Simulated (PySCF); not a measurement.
CHO, SMILES `[CH]=O` (charge 0, multiplicity 2)

The numbers are results of PySCF 2.14.0 with PBE0-D4/def2-TZVP, not measurements.

| Item | Result |
|---|---|
| highest occupied spin orbital | -6.39 eV |
| dipole moment | 1.62 D |
| total energy | -113.7720 Ha |
| cost | about 5 core-seconds (a rough figure) |

```xyz
3

C     -0.0234     0.3531     0.0000
O      1.0298    -0.1536     0.0000
H     -1.0021    -0.2012     0.0000
```
Charge 0, spin multiplicity 2.
